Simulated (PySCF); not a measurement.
CH2, SMILES [CH2] (connectivity only; charge and spin as stated), neutral, multiplicity 1. Coordinates come from a B3LYP-D3(BJ)/def2-TZVPD optimisation. The isomer is the one that the SMILES or the coordinates give; other isomers of the formula were not compared.

PySCF with TDA-PBE/def2-TZVPD puts the lowest singlet excitations at 1.71, 5.32, 5.97, 7.99, 9.12, 9.53 eV and the lowest triplet (TDA) at 4.20 eV.

What are the lowest singlet roots from EOM-CCSD/aug-cc-pVDZ run with PySCF? (Estimate from the structure and the level; the computed values follow.)

1.74, 5.71, 6.05, 6.62, 7.89, 8.52 eV; triplets -0.03, 4.79, 6.40 eV. S1 differs by 0.03 eV (second minus first; roots are paired by order, and the bases may differ).
